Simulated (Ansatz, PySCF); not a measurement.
System: dihydrogen, H2, charge 0, multiplicity 1. SMILES: [H][H]
Coordinates optimised at B3LYP-D3(BJ)/def2-TZVP (Ansatz, a program for electronic structure):
```xyz
2

H      0.0000     0.0000    -0.3720
H      0.0000     0.0000     0.3720
```
Charge 0, spin multiplicity 1.

Wanted: enthalpy of formation at 298 K, in kcal/mol. Terms: spin-orbit terms left out; UHF or UKS for open shells; non-relativistic. First-principles rows: single points at B3LYP-D3(BJ) geometries (Ansatz), with unscaled harmonic terms from B3LYP/6-31G* at its own minima, enthalpies of formation by atomisation with measured atoms.

| species | coefficient | E at B3LYP/STO-3G (Ansatz), Eh | E at M06-2X/def2-TZVPD (PySCF), Eh | H(298 K) - E, kcal/mol |
|---|---|---|---|---|
| [H][H] (H2) | +1 | -1.16533 | -1.16852 | 8.44 |
| H atom | -2 | -0.46753 | -0.49815 | - |

The atoms take no thermal term, since their enthalpies of formation at 0 K are used: the result is the sum of coefficient times E, plus the molecule's thermal term, plus number times (enthalpy of formation minus H(298) - H(0)) over the atoms. Measured values of the atoms (G2/97 table in ASE), kcal/mol:

| atom | number | enthalpy of formation of the gas at 0 K | H(298) - H(0) of the element's standard state |
|---|---|---|---|
| H | 2 | 51.63 | 1.01 |

Measured values: Active Thermochemical Tables 1.112 (ions: stationary electron), as tabulated in the package chemicals; they hold spin-orbit and core effects, anharmonicity.  Value to compare with, the measured value: 0.0 kcal/mol. 1 Eh = 627.5095 kcal/mol.

Problem. Compute it at each level from the table, and compare with the measured value.

Solution. 
- B3LYP/STO-3G: the sum of coefficient times E is -0.23027 Eh, or -144.50 kcal/mol; the thermal terms add 8.44; the atoms' measured terms add 101.24. Result: -34.8 kcal/mol. Its error against the measured value is -34.8 kcal/mol.
- M06-2X/def2-TZVPD: the sum of coefficient times E is -0.17222 Eh, or -108.07 kcal/mol; the thermal terms add 8.44; the atoms' measured terms add 101.24. Result: 1.6 kcal/mol. Its error against the measured value is 1.6 kcal/mol.
